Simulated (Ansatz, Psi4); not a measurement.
## Heat of formation of SO2 (sulfur dioxide) from total energies

SO2: 3 atoms, total charge 0, spin state singlet. SMILES: `O=S=O`. Geometry: relaxed at PBE0-D4/def2-TZVP.

```xyz
3

O    -0.9744    0.6459   -0.4595
S     0.2695    0.3574    0.1868
O     0.7049   -1.0033    0.2727
```

Total energies at wB97X-V/def2-TZVPP (Psi4 1.11); the atoms run unrestricted:

| species | state | energy (Eh) |
| --- | --- | --- |
| SO2 | singlet | -548.591173 |
| O | triplet | -75.068433 |
| S | triplet | -398.048293 |

Harmonic wavenumbers at PBE0-D4/def2-TZVP, in cm⁻¹: 532, 1217, 1420.

Measured heats of formation of the gaseous atoms at 298.15 K, in kJ/mol: O 249.2, S 277.0. Spin-orbit lowering of the atoms at 298 K (mean of the ground term's levels less their thermal mean, from spectra), in kJ/mol: O 0.40, S 1.88. Take 1 Eh = 2625.50 kJ/mol, 1 cm⁻¹ = 0.0119627 kJ/mol, RT = 2.479 kJ/mol.

What heat of formation follows?


1. Electronic atomisation energy: 2 × (-75.068433) + (-398.048293) − (-548.591173) = 0.406014 Eh = 1066.0 kJ/mol.
2. Zero-point energy: half the sum of the wavenumbers, 1584.5 cm⁻¹ = 19.0 kJ/mol.
3. Thermal vibrational enthalpy, Σ hcν̃/(exp(hcν̃/kT) − 1): 0.6 kJ/mol. Translation, rotation and pV of a non-linear molecule: 4 RT = 9.9 kJ/mol.
4. The 3 free atoms carry 5/2 RT each: 18.6 kJ/mol.
5. Spin-orbit coupling lowers the free atoms by 2 × 0.40 + 1.88 = 2.7 kJ/mol.
6. Atomisation enthalpy at 298 K: 1066.0 − 2.7 − 19.0 − 0.6 − 9.9 + 18.6 = 1052.4 kJ/mol.
7. Sum of the atoms' heats of formation: 775.4 kJ/mol. Heat of formation: 775.4 − 1052.4 = -277.0 kJ/mol.

The tabulated value is -296.8 kJ/mol (NIST-JANAF tables), so this level is off by +19.8 kJ/mol, or 1.9 % of the atomisation enthalpy that the table implies (1072.3 kJ/mol). Anharmonicity and any spin-orbit splitting of the molecule are left out.
